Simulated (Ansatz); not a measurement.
# SiNHCl (quartet): B2PLYP, RPA-PBE over vertical spin and charge gaps, cc-pVDZ

How well do these functionals follow the top wave-function level for SiNHCl (quartet) over vertical spin and charge gaps?

Computed with Ansatz 0.2.0, Gaussian basis. Level: cc-pVDZ, all electrons in the functionals, frozen cores in the correlation of double hybrids and RPA.

To be run: B2PLYP, RPA-PBE, at charge 0, quartet; charge 0, doublet; charge 0, sextet; charge 1, triplet; charge 1, quintet.

3 further runs of the same task are left out: 3 set aside as unsound or not needed.

**1. The geometry**

The geometry is a PBE0/def2-TZVP stationary point (not a proven minimum).

4 atoms, charge 0, spin multiplicity 4.

Atoms are counted from 1 here; the program's logs count them from 0.

Bond lengths: Cl1–Si2 2.052 Å, Si2–N3 1.827 Å, Si2–H4 1.498 Å. Angles: Cl1–Si2–N3 104.9°, Cl1–Si2–H4 107.1°, N3–Si2–H4 106.6°.

No dispersion term is added.

The geometry shown and the zero of energy belong to the point charge 0, quartet. The yardstick, UCCSDT(Q), and other wave-function levels (R restricted, U unrestricted, valence and pair active spaces) come from earlier runs.

**2. B2PLYP, charge 0, quartet**

File in.yaml:

```yaml
crystal:
  periodic: [false, false, false]
  atoms:
    - {symbol: Cl, position_ang: [-0.035512, -0.177529, 1.240568]}
    - {symbol: Si, position_ang: [0.121303, 0.593199, -0.655087]}
    - {symbol: N, position_ang: [-0.076204, -0.845946, -1.763564]}
    - {symbol: H, position_ang: [-1.071984, 1.470895, -0.874762]}
basis:
  gaussian: {orbitals: cc-pVDZ}
magnetization: {spin_polarized: true, initial_magnetization: 3}
hamiltonian: {xc: {name: B2PLYP}}
correlation: {electrons: outside_noble_gas}
```

Launch:

```bash
$ ansatz run in.yaml --threads 1 --pin off --events-out ev --progress --plain --max-ram 4096MiB --backend cpu
```

What it wrote:

```text
Functional definition: B2PLYP
  name "B2PLYP"
  cite "Grimme, J. Chem. Phys. 124, 034108 (2006) doi:10.1063/1.2148954"
  cite "Becke, Phys. Rev. A 38, 3098 (1988) doi:10.1103/PhysRevA.38.3098"
  cite "Lee, Yang & Parr, Phys. Rev. B 37, 785 (1988) doi:10.1103/PhysRevB.37.785"
  parameter a = 0.53
  parameter c = 0.27
  exchange = (1 - a)*b88_x + a*exact_x
  correlation = (1 - c)*lyp_c + c*(mp2_os + mp2_ss)
557 factors; integrals over basis functions are off by at most 1.0e-3 eV
mean field evaluation 1: about -21890.5000 eV, gradient 1.1e1 eV
mean field evaluation 2: about -21890.5017 eV, gradient 1.1e1 eV
mean field evaluation 4: about -21891.5836 eV, gradient 1.8e0 eV
mean field evaluation 8: about -21891.6316 eV, gradient 1.3e-1 eV
mean field evaluation 16: about -21891.6330 eV, gradient 6.7e-4 eV
mean field -21891.63300500 eV, -804.5026742521 hartree, gradient 4.5e-6 eV, S^2 3.761218; 0 other end points of the search recorded, 0 dependent functions left out
11 core orbitals not correlated: weight in the atoms' cores, before any rotation towards them, 1.000 or more for the frozen orbitals, at most 0.000 for the correlated occupied ones
reference -21891.63313029 eV, -804.5026788564 hartree; 10, 7 occupied and 34, 37 virtual orbitals, 557 factors
second order -10.20936479 eV of doubles, -0.00000000 eV of singles
Total energy: -21894.38965879 eV, -804.6039794101 hartree
```

Run time: 1.8 s. Hardware: 1 thread of AMD EPYC 7R13, shared host; peak memory 0.25 GiB.

From the report: ⟨S²⟩ of the determinant 3.761 (pure quartet: 3.75).

**3. B2PLYP, charge 0, doublet**

in.yaml, as its differences from that of step 2:

```diff
@@ -9,3 +9,3 @@
   gaussian: {orbitals: cc-pVDZ}
-magnetization: {spin_polarized: true, initial_magnetization: 3}
+magnetization: {spin_polarized: true, initial_magnetization: 1}
 hamiltonian: {xc: {name: B2PLYP}}
```

Same command.

What it wrote, cut to the lines that bear on the results:

```text
Functional definition: B2PLYP
  name "B2PLYP"
  cite "Grimme, J. Chem. Phys. 124, 034108 (2006) doi:10.1063/1.2148954"
  cite "Becke, Phys. Rev. A 38, 3098 (1988) doi:10.1103/PhysRevA.38.3098"
  cite "Lee, Yang & Parr, Phys. Rev. B 37, 785 (1988) doi:10.1103/PhysRevB.37.785"
[...]
557 factors; integrals over basis functions are off by at most 1.0e-3 eV
[...]
mean field -21892.04943948 eV, -804.5179779370 hartree, gradient 2.2e-6 eV, S^2 1.536694; 4 other end points of the search recorded, 0 dependent functions left out
11 core orbitals not correlated: weight in the atoms' cores, before any rotation towards them, 1.000 or more for the frozen orbitals, at most 0.000 for the correlated occupied ones
reference -21892.04956407 eV, -804.5179825153 hartree; 9, 8 occupied and 35, 36 virtual orbitals, 557 factors
second order -10.59397664 eV of doubles, -0.00000000 eV of singles
Total energy: -21894.90993776 eV, -804.6230993097 hartree
```

Run time: 4.7 s. Hardware: 1 thread of AMD EPYC 7R13, shared host; peak memory 0.25 GiB.

From the report: ⟨S²⟩ of the determinant 1.537 (pure doublet: 0.75). The determinant is far from a pure spin state, so its energy mixes those of several spin states (harmless only where they are near-degenerate, as at dissociation).

From charge 0, quartet: -50.2 kJ/mol.

**4. B2PLYP, charge 0, sextet**

in.yaml, as its differences from that of step 3:

```diff
@@ -9,3 +9,3 @@
   gaussian: {orbitals: cc-pVDZ}
-magnetization: {spin_polarized: true, initial_magnetization: 1}
+magnetization: {spin_polarized: true, initial_magnetization: 5}
 hamiltonian: {xc: {name: B2PLYP}}
```

The command is unchanged.

What it wrote, cut to the lines that bear on the results:

```text
Functional definition: B2PLYP
  name "B2PLYP"
  cite "Grimme, J. Chem. Phys. 124, 034108 (2006) doi:10.1063/1.2148954"
  cite "Becke, Phys. Rev. A 38, 3098 (1988) doi:10.1103/PhysRevA.38.3098"
  cite "Lee, Yang & Parr, Phys. Rev. B 37, 785 (1988) doi:10.1103/PhysRevB.37.785"
[...]
557 factors; integrals over basis functions are off by at most 1.0e-3 eV
[...]
mean field -21884.57527250 eV, -804.2433073665 hartree, gradient 4.7e-6 eV, S^2 8.763692; 2 other end points of the search recorded, 0 dependent functions left out
11 core orbitals not correlated: weight in the atoms' cores, before any rotation towards them, 1.000 or more for the frozen orbitals, at most 0.000 for the correlated occupied ones
reference -21884.57540010 eV, -804.2433120558 hartree; 11, 6 occupied and 33, 38 virtual orbitals, 557 factors
second order -9.93921945 eV of doubles, -0.00000000 eV of singles
Total energy: -21887.25898935 eV, -804.3419321418 hartree
```

Wall time 2.6 s (1 thread of AMD EPYC 7R13, shared host); peak memory 0.25 GiB.

From the report: ⟨S²⟩ of the determinant 8.764 (pure sextet: 8.75).

From charge 0, quartet: +688.0 kJ/mol.

**5. B2PLYP, charge 1, triplet**

in.yaml, as its differences from that of step 4:

```diff
@@ -9,3 +9,4 @@
   gaussian: {orbitals: cc-pVDZ}
-magnetization: {spin_polarized: true, initial_magnetization: 5}
+total_charge: 1
+magnetization: {spin_polarized: true, initial_magnetization: 2}
 hamiltonian: {xc: {name: B2PLYP}}
```

The command is unchanged.

What it wrote, cut to the lines that bear on the results:

```text
Functional definition: B2PLYP
  name "B2PLYP"
  cite "Grimme, J. Chem. Phys. 124, 034108 (2006) doi:10.1063/1.2148954"
  cite "Becke, Phys. Rev. A 38, 3098 (1988) doi:10.1103/PhysRevA.38.3098"
  cite "Lee, Yang & Parr, Phys. Rev. B 37, 785 (1988) doi:10.1103/PhysRevB.37.785"
[...]
557 factors; integrals over basis functions are off by at most 1.0e-3 eV
[...]
mean field -21882.69914685 eV, -804.1743610205 hartree, gradient 6.2e-6 eV, S^2 2.077399; 2 other end points of the search recorded, 0 dependent functions left out
11 core orbitals not correlated: weight in the atoms' cores, before any rotation towards them, 1.000 or more for the frozen orbitals, at most 0.000 for the correlated occupied ones
reference -21882.69926655 eV, -804.1743654195 hartree; 9, 7 occupied and 35, 37 virtual orbitals, 557 factors
second order -10.82961753 eV of doubles, -0.00000000 eV of singles
Total energy: -21885.62326328 eV, -804.2818203175 hartree
```

It took 2.7 s on 1 thread of AMD EPYC 7R13, shared host; peak memory 0.25 GiB.

From the report: ⟨S²⟩ of the determinant 2.077 (pure triplet: 2.00).

From charge 0, quartet: +845.8 kJ/mol.

**6. B2PLYP, charge 1, quintet**

in.yaml, as its differences from that of step 5:

```diff
@@ -10,3 +10,3 @@
 total_charge: 1
-magnetization: {spin_polarized: true, initial_magnetization: 2}
+magnetization: {spin_polarized: true, initial_magnetization: 4}
 hamiltonian: {xc: {name: B2PLYP}}
```

Launched as before.

What it wrote, cut to the lines that bear on the results:

```text
Functional definition: B2PLYP
  name "B2PLYP"
  cite "Grimme, J. Chem. Phys. 124, 034108 (2006) doi:10.1063/1.2148954"
  cite "Becke, Phys. Rev. A 38, 3098 (1988) doi:10.1103/PhysRevA.38.3098"
  cite "Lee, Yang & Parr, Phys. Rev. B 37, 785 (1988) doi:10.1103/PhysRevB.37.785"
[...]
557 factors; integrals over basis functions are off by at most 1.0e-3 eV
[...]
mean field -21880.96466000 eV, -804.1106198045 hartree, gradient 1.7e-6 eV, S^2 6.019542; 2 other end points of the search recorded, 0 dependent functions left out
11 core orbitals not correlated: weight in the atoms' cores, before any rotation towards them, 1.000 or more for the frozen orbitals, at most 0.000 for the correlated occupied ones
reference -21880.96477856 eV, -804.1106241613 hartree; 10, 6 occupied and 34, 38 virtual orbitals, 557 factors
second order -9.65940796 eV of doubles, -0.00000000 eV of singles
Total energy: -21883.57281871 eV, -804.2064678690 hartree
```

Run time: 2.2 s. Hardware: 1 thread of AMD EPYC 7R13, shared host; peak memory 0.25 GiB.

From the report: ⟨S²⟩ of the determinant 6.020 (pure quintet: 6.00).

From charge 0, quartet: +1043.7 kJ/mol.

**7. RPA-PBE, charge 0, quartet**

in.yaml, as its differences from that of step 6:

```diff
@@ -9,5 +9,4 @@
   gaussian: {orbitals: cc-pVDZ}
-total_charge: 1
-magnetization: {spin_polarized: true, initial_magnetization: 4}
-hamiltonian: {xc: {name: B2PLYP}}
-correlation: {electrons: outside_noble_gas}
+magnetization: {spin_polarized: true, initial_magnetization: 3}
+hamiltonian: {xc: {name: PBE}}
+correlation: {method: rpa, electrons: outside_noble_gas}
```

Launched as before.

What it wrote, cut to the lines that bear on the results:

```text
Functional definition: PBE
  name "PBE"
  cite "Perdew, Burke & Ernzerhof, Phys. Rev. Lett. 77, 3865 (1996) doi:10.1103/PhysRevLett.77.3865"
  parent pbe
[...]
557 factors; integrals over basis functions are off by at most 1.0e-3 eV
[...]
mean field -21892.20323283 eV, -804.5236297381 hartree, gradient 7.1e-6 eV, S^2 3.755117; 0 other end points of the search recorded, 0 dependent functions left out
11 core orbitals not correlated: weight in the atoms' cores, before any rotation towards them, 1.000 or more for the frozen orbitals, at most 0.000 for the correlated occupied ones
reference -21861.18104220 eV, -803.3835852601 hartree; 10, 7 occupied and 34, 37 virtual orbitals, 557 factors
Total energy: -21876.17880612 eV, -803.9347429182 hartree
```

Run time: 1.5 s. Hardware: 1 thread of AMD EPYC 7R13, shared host; peak memory 0.25 GiB.

From the report: ⟨S²⟩ of the determinant 3.755 (pure quartet: 3.75).

**8. RPA-PBE, charge 0, doublet**

in.yaml, as its differences from that of step 7:

```diff
@@ -9,3 +9,3 @@
   gaussian: {orbitals: cc-pVDZ}
-magnetization: {spin_polarized: true, initial_magnetization: 3}
+magnetization: {spin_polarized: true, initial_magnetization: 1}
 hamiltonian: {xc: {name: PBE}}
```

Same command.

What it wrote, cut to the lines that bear on the results:

```text
Functional definition: PBE
  name "PBE"
  cite "Perdew, Burke & Ernzerhof, Phys. Rev. Lett. 77, 3865 (1996) doi:10.1103/PhysRevLett.77.3865"
  parent pbe
[...]
557 factors; integrals over basis functions are off by at most 1.0e-3 eV
[...]
mean field -21892.94748402 eV, -804.5509804648 hartree, gradient 9.8e-6 eV, S^2 1.125733; 5 other end points of the search recorded, 0 dependent functions left out
11 core orbitals not correlated: weight in the atoms' cores, before any rotation towards them, 1.000 or more for the frozen orbitals, at most 0.000 for the correlated occupied ones
reference -21860.62702257 eV, -803.3632254143 hartree; 9, 8 occupied and 35, 36 virtual orbitals, 557 factors
Total energy: -21876.82513750 eV, -803.9584951585 hartree
```

Wall time 3.2 s (1 thread of AMD EPYC 7R13, shared host); peak memory 0.25 GiB.

From the report: ⟨S²⟩ of the determinant 1.126 (pure doublet: 0.75).

From charge 0, quartet: -62.4 kJ/mol.

**9. RPA-PBE, charge 0, sextet**

in.yaml, as its differences from that of step 8:

```diff
@@ -9,3 +9,3 @@
   gaussian: {orbitals: cc-pVDZ}
-magnetization: {spin_polarized: true, initial_magnetization: 1}
+magnetization: {spin_polarized: true, initial_magnetization: 5}
 hamiltonian: {xc: {name: PBE}}
```

The command is unchanged.

What it wrote, cut to the lines that bear on the results:

```text
Functional definition: PBE
  name "PBE"
  cite "Perdew, Burke & Ernzerhof, Phys. Rev. Lett. 77, 3865 (1996) doi:10.1103/PhysRevLett.77.3865"
  parent pbe
[...]
557 factors; integrals over basis functions are off by at most 1.0e-3 eV
[...]
mean field -21885.57992360 eV, -804.2802276135 hartree, gradient 5.8e-6 eV, S^2 8.755899; 8 other end points of the search recorded, 0 dependent functions left out
11 core orbitals not correlated: weight in the atoms' cores, before any rotation towards them, 1.000 or more for the frozen orbitals, at most 0.000 for the correlated occupied ones
reference -21853.87796543 eV, -803.1152021389 hartree; 11, 6 occupied and 33, 38 virtual orbitals, 557 factors
Total energy: -21869.31234142 eV, -803.6824049949 hartree
```

Run time: 4.8 s. Hardware: 1 thread of AMD EPYC 7R13, shared host; peak memory 0.25 GiB.

From the report: ⟨S²⟩ of the determinant 8.756 (pure sextet: 8.75).

From charge 0, quartet: +662.5 kJ/mol.

**10. RPA-PBE, charge 1, triplet**

in.yaml, as its differences from that of step 9:

```diff
@@ -9,3 +9,4 @@
   gaussian: {orbitals: cc-pVDZ}
-magnetization: {spin_polarized: true, initial_magnetization: 5}
+total_charge: 1
+magnetization: {spin_polarized: true, initial_magnetization: 2}
 hamiltonian: {xc: {name: PBE}}
```

Launched as before.

What it wrote, cut to the lines that bear on the results:

```text
Functional definition: PBE
  name "PBE"
  cite "Perdew, Burke & Ernzerhof, Phys. Rev. Lett. 77, 3865 (1996) doi:10.1103/PhysRevLett.77.3865"
  parent pbe
[...]
557 factors; integrals over basis functions are off by at most 1.0e-3 eV
[...]
mean field -21883.59767926 eV, -804.2073814776 hartree, gradient 9.9e-6 eV, S^2 2.029852; 1 other end points of the search recorded, 0 dependent functions left out
11 core orbitals not correlated: weight in the atoms' cores, before any rotation towards them, 1.000 or more for the frozen orbitals, at most 0.000 for the correlated occupied ones
reference -21851.89207797 eV, -803.0422221210 hartree; 9, 7 occupied and 35, 37 virtual orbitals, 557 factors
Total energy: -21867.58356983 eV, -803.6188738109 hartree
```

It took 2.1 s on 1 thread of AMD EPYC 7R13, shared host; peak memory 0.25 GiB.

From the report: ⟨S²⟩ of the determinant 2.030 (pure triplet: 2.00).

From charge 0, quartet: +829.3 kJ/mol.

**11. RPA-PBE, charge 1, quintet**

in.yaml, as its differences from that of step 10:

```diff
@@ -10,3 +10,3 @@
 total_charge: 1
-magnetization: {spin_polarized: true, initial_magnetization: 2}
+magnetization: {spin_polarized: true, initial_magnetization: 4}
 hamiltonian: {xc: {name: PBE}}
```

Same command.

What it wrote, cut to the lines that bear on the results:

```text
Functional definition: PBE
  name "PBE"
  cite "Perdew, Burke & Ernzerhof, Phys. Rev. Lett. 77, 3865 (1996) doi:10.1103/PhysRevLett.77.3865"
  parent pbe
[...]
557 factors; integrals over basis functions are off by at most 1.0e-3 eV
[...]
mean field -21881.59618981 eV, -804.1338280968 hartree, gradient 2.4e-6 eV, S^2 6.006860; 4 other end points of the search recorded, 0 dependent functions left out
11 core orbitals not correlated: weight in the atoms' cores, before any rotation towards them, 1.000 or more for the frozen orbitals, at most 0.000 for the correlated occupied ones
reference -21850.55182593 eV, -802.9929687670 hartree; 10, 6 occupied and 34, 38 virtual orbitals, 557 factors
Total energy: -21865.66295304 eV, -803.5482924456 hartree
```

It took 2.6 s on 1 thread of AMD EPYC 7R13, shared host; peak memory 0.25 GiB.

From the report: ⟨S²⟩ of the determinant 6.007 (pure quintet: 6.00).

From charge 0, quartet: +1014.6 kJ/mol.

**12. The comparison**

The yardstick is UCCSDT(Q), where the cluster series has nearly closed. It comes from earlier runs at the same points. Energies in kJ/mol, counted from charge 0, quartet; blanks weren't run or aren't comparable.

```tsv
level	quartet to doublet	quartet to sextet	ionisation to the triplet cation	ionisation to the quintet cation
UCCSDT(Q)		668.3	825.1	1015.4
B2PLYP	-50.2	688.0	845.8	1043.7
RPA-PBE	-62.4	662.5	829.3	1014.6
```

Largest miss and mean time a point (UCCSDT(Q) took 15 s a point; shared hosts):

```tsv
level	largest miss (kJ/mol)	where	time a point
B2PLYP	+28.3	ionisation to the quintet cation	2.8 s
RPA-PBE	-5.8	quartet to sextet	2.9 s
```

**13. Results**

| quantity | value |
| --- | --- |
| quartet to sextet, UCCSDT(Q) | 668.3 kJ/mol |
| ionisation to the triplet cation, UCCSDT(Q) | 825.1 kJ/mol |
| ionisation to the quintet cation, UCCSDT(Q) | 1015.4 kJ/mol |
| largest miss, B2PLYP | +28.3 kJ/mol (ionisation to the quintet cation) |
| largest miss, RPA-PBE | -5.8 kJ/mol (quartet to sextet) |

What this shows: Misses are known at 3 of 4 points at best, and only functionals with that many are ranked. Of the functionals, RPA-PBE keep the smallest largest miss at the points compared (at most 5.8 kJ/mol) and B2PLYP strays most (28.3 kJ/mol, at ionisation to the quintet cation). B2PLYP, RPA-PBE clearly break the spin symmetry at some points (⟨S²⟩ up to 0.79 above the pure value), so energy there is bought with a mixed spin. Functionals and the yardstick converge differently with the basis, so part of each miss in cc-pVDZ is the basis.
